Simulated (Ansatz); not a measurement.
Pulling on the C1–H4 bond in ethanol (SMILES CCO) (multiplicity 1 held, fragments rigid). Energies count from the point at 1.093 Å.
Geometry at that point (charge 0, multiplicity 1):
```tsv
atom	x (Å)	y (Å)	z (Å)
C	-1.1987	0.1420	0.2638
C	0.0629	-0.4292	-0.3609
O	1.2331	0.3053	-0.0123
H	-2.0792	-0.4154	-0.0646
H	-1.3257	1.1886	-0.0169
H	-1.1571	0.0829	1.3551
H	0.1765	-1.4865	-0.0896
H	0.0055	-0.3772	-1.4490
H	1.3298	0.2886	0.9460
```

Unrestricted levels (U-) break spin symmetry where that is lower. Active spaces are followed from a long bond inwards. Levels need not reach the same state.

Frozen-core correlation.

Codes used: Ansatz (Gaussian orbitals). 

Energies in kcal/mol.

| R (Å) | U-CCSD/cc-pVDZ | U-CCSD(T)/cc-pVDZ | FIC-MRCISD on CASSCF(2,2)/cc-pVDZ | FIC-MRCISD+Q on CASSCF(2,2)/cc-pVDZ |
|---|---|---|---|---|
| 0.874 | 33.2 | 33.4 | 33.2 | 33.3 |
| 0.983 | 7.3 | 7.4 | 7.3 | 7.3 |
| 1.093 | 0.0 | 0.0 | 0.0 | 0.0 |
| 1.202 | 2.9 | 2.8 | 2.8 | 2.8 |
| 1.311 | 11.1 | 10.8 | 10.8 | 10.9 |
| 1.475 | 27.6 | 27.0 | 26.9 | 27.1 |
| 1.639 | 45.1 | 44.0 | 43.8 | 44.1 |
| 1.912 | 72.0 | 69.9 | 68.3 | 68.9 |
| 2.185 | 92.1 | 89.5 | 86.0 | 86.9 |
| 2.513 | 104.9 | 104.0 | 98.9 | 100.0 |
| 2.950 | 109.7 | 110.0 | 106.5 | 107.8 |
| 3.496 | 110.8 | 111.3 | 109.3 | 110.6 |

Doubts at one or more of the structures used: a spin-contaminated determinant (U-CCSD/cc-pVDZ, U-CCSD(T)/cc-pVDZ); T1 above 0.05 (U-CCSD/cc-pVDZ, U-CCSD(T)/cc-pVDZ).

Ansatz is a quantum-chemistry and plane-wave program.
